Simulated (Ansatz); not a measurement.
Relaxed structures of BSiH₄O (charge +1), closed shell (PBE0-D4/def2-TZVP; forces vanish, vibrations not checked; lower isomers may exist, and structures with a doubtful reference or unclear bonds are left out; Å). Ansatz 0.2.0; basis: def2-TZVPP; cores frozen in the correlated methods.

Question: Rank them by CCSD(T) energy, lowest first, and give each one's height above the lowest. Links in brackets join atoms within 1.22 times the sum of their covalent radii (1.1 for two metals). (To be estimated.)
A.
BSiH₄O ([BH][SiH][OH2]), total charge +1
```
7
angstrom
B -1.2317 0.2088 -0.1463
Si 0.1508 -0.6462 0.9034
O 1.4082 -0.9314 -0.4652
H -2.2925 0.3521 -0.6500
H 1.8011 -1.8099 -0.5713
H 0.8704 0.4111 1.6606
H 2.0343 -0.2481 -0.7485
```
B.
BSiH₄O ([BH2][SiH][OH]), total charge +1
```
7
angstrom
B -1.3433 0.3900 -0.4551
Si 0.4109 0.0530 0.4736
O 1.4343 -0.8377 -0.3349
H -2.2332 -0.3745 -0.2650
H -1.4330 1.3482 -1.1523
H 0.8436 0.5348 1.8043
H 2.3206 -1.1139 -0.0707
```
C.
BSiH₄O ([BH2][Si][OH2]), total charge +1
```
7
angstrom
B -1.1501 0.2687 -0.4538
Si 0.4542 0.3427 0.8033
O 1.4512 -0.8861 -0.2055
H -2.0427 -0.4990 -0.2491
H -1.2562 1.0580 -1.3447
H 1.2293 -1.3568 -1.0248
H 2.3426 -1.1302 0.0902
```
D.
BSiH₄O ([OH][BH][SiH2]), total charge +1
```
7
angstrom
B 0.5680 -0.0591 0.3989
Si -1.2540 0.3445 -0.4628
O 1.3728 -0.8081 -0.3321
H -2.4640 -0.4789 -0.2412
H -1.5231 1.5478 -1.2817
H 0.7731 0.4028 1.4819
H 2.2400 -1.0185 0.0416
```

Answer: By the calculation: D (0.00 kcal/mol), B (2.61 kcal/mol), C (34.71 kcal/mol), A (51.04 kcal/mol). Heights count from the lowest.

No T1 diagnostic of these runs exceeds 0.024. The restricted Hartree–Fock reference is unstable towards an unrestricted one at one or more of these structures.

For scale, one of the runs: CCSD(T)/def2-TZVPP, 160 basis functions, launched by `ansatz run in.yaml --threads 2 --pin off --events-out ev --progress --plain --max-ram 4352MiB`. The run took 17 s on 2 CPU threads of an Arm Neoverse V2 (shared host), with 1.1 GiB of host memory at its peak.
